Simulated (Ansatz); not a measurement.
Energy needed to pull apart P2H4 (SMILES PP), closed shell, into free ground-state atoms, from the structure below (displaced at random from its PBE0-D4/def2-TZVP minimum); no zero-point or spin–orbit terms; open-shell atoms are treated unrestricted, in their ground-state multiplicity.

P1  (0.401, -1.025, -0.076)
P2  (-0.360, 1.068, 0.062)
H3  (-0.502, -1.507, 0.935)
H4  (-0.576, -1.403, -1.108)
H5  (0.525, 1.497, -0.928)
H6  (0.583, 1.385, 1.085)
(Å)

Computed with Ansatz 0.2.0 (basis: def2-TZVPP); correlated methods freeze the cores.

```tsv
method	atomization energy (eV)
PBE-D4	?
r2SCAN-D4	16.00
PBE0-D4	15.92
wB97M-V	16.34
HF	?
MP2	14.96
CCSD	15.18
CCSD(T)	15.40
```

**Question.** What does HF give? (To be estimated.)

**Answer.** The calculation gives: 10.74 eV, which is about 4.66 eV less than CCSD(T)/def2-TZVPP.

**Question.** What does PBE-D4 give? (Judge from chemistry; the value comes from the calculation.)

**Answer.** By the calculation: 16.17 eV, which is about 0.77 eV more than CCSD(T)/def2-TZVPP.

In triple zeta the MP2 and coupled-cluster atomization energies are still short of their basis limit by a few kcal/mol a bond, whereas those of the functionals are nearly converged, so these differences are not deviations from converged CCSD(T).

The T1 diagnostic stays at or below 0.015.

For scale, one of the runs: CCSD(T)/def2-TZVPP forces, 140 basis functions (an equivalent command: `ansatz run in.yaml --threads 2`). Hardware: 2 CPU threads, shared host. Wall time 39 s; peak host memory 1.2 GiB.
